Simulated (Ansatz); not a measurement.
CH7AlSi (`[CH3][AlH][SiH3]`), relaxed with RKS PBE0-D4/def2-TZVP in Ansatz from a PBE-D4/def2-SVP geometry. The force threshold is 0.005 eV/Å; the program also tests the step.

Total charge 0; spin multiplicity 1.

Start:

```xyz
10

C     1.915   -0.048   -0.094
Al    0.131    0.490   -0.726
Si   -1.900   -0.210    0.486
H     2.553    0.845    0.082
H     1.900   -0.649    0.838
H     2.434   -0.644   -0.876
H     0.015    1.384   -2.058
H    -1.870    0.266    1.921
H    -1.988   -1.719    0.549
H    -3.189    0.285   -0.123
```

```tsv
step	energy (eV)	largest force (eV/Å)	largest move (Å)
1	-15618.3300	0.506	0.000
2	-15618.3534	0.148	0.022
3	-15618.3552	0.007	0.006
4	-15618.3552	0.004	0.002
```

End:

```xyz
10

C     1.904   -0.048   -0.095
Al    0.134    0.486   -0.725
Si   -1.891   -0.214    0.486
H     2.530    0.834    0.081
H     1.885   -0.637    0.824
H     2.417   -0.637   -0.863
H     0.020    1.377   -2.040
H    -1.857    0.263    1.901
H    -1.982   -1.704    0.548
H    -3.161    0.280   -0.116
```

It took 13 s on 2 threads of a server CPU on a shared host, with 0.29 GiB of host memory at the peak.
